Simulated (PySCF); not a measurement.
AlCl3, charge +1, multiplicity 2. Atoms are numbered in the order given.

```xyz
4

Al     0.0000     0.0000    -0.3066
Cl     0.0000    -1.4387     1.2832
Cl     0.0000     0.0000    -2.3320
Cl     0.0000     1.4387     1.2832
```
Charge +1, spin multiplicity 2.

Coordinates come from a B3LYP-D3(BJ)/def2-SVP optimisation. The spin state was assumed, not searched. The isomer is the one that the SMILES or the coordinates give; other isomers of the formula were not compared.

These are TDA-ωB97X/def2-SVPD (PySCF) values and carry that method's errors.

Vertical excitations. The molecule is in vacuum.

Computed excitation energies, oscillator strengths and character:
```tsv
state	energy (eV)	λ (nm)	f	main pairs
root 1	1.00	1245	0.000	β HOMO−3→LUMO 99 %
root 2	1.88	661	0.000	β HOMO−4→LUMO 89 %
root 3	2.21	560	0.000	β HOMO−6→LUMO 69 %, β HOMO→LUMO 31 %
root 4	2.39	518	0.112	β HOMO−2→LUMO 87 %
root 5	3.24	383	0.000	β HOMO−1→LUMO 90 %
root 6	3.32	374	0.002	β HOMO→LUMO 69 %, β HOMO−6→LUMO 31 %
root 7	4.07	305	0.126	β HOMO−5→LUMO 65 %, β HOMO−7→LUMO 27 %
root 8	5.62	221	0.010	β HOMO−7→LUMO 65 %, β HOMO−5→LUMO 32 %
root 9	6.39	194	0.000	α HOMO→LUMO 55 %, β HOMO→LUMO+1 40 %
root 10	6.48	191	0.000	α HOMO−1→LUMO 57 %, β HOMO−1→LUMO+1 39 %
```
Unrestricted roots are not spin-pure.
